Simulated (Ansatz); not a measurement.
# Thallium, hcp: convergence with Gaussian smearing

Computed with Ansatz, r²SCAN, scalar-relativistic PAW, on the relaxed cell (a = 3.539 Å, c = 5.562 Å (c/a = 1.572); spin not included). Errors count from a run at 500 eV on a Γ-centred 17×17×9 mesh with Fermi-Dirac smearing of 0.1 eV, extrapolated to zero width. Fixed here: cutoff 500 eV, mesh 10×10×6. The SCF starts from atomic densities corrected by a trained network.

```csv
width (eV),E(σ→0) error (meV/atom),F error (meV/atom),P (GPa),SCF iterations
0.01,-0.3,-0.4,-0.16,7
0.03,-0.4,-0.8,-0.12,7
0.2,-2.3,-7.5,-0.04,7
0.3,-3.0,-13.6,0.00,7
0.6,-3.1,-44.0,0.17,7
1.0,1.9,-119.9,0.65,7
```

Problem. What does the run at 0.1 give (width)?

Solution. E(σ→0) error (meV/atom): -1.1; F error (meV/atom): -3.0; P (GPa): -0.08; SCF iterations: 7.
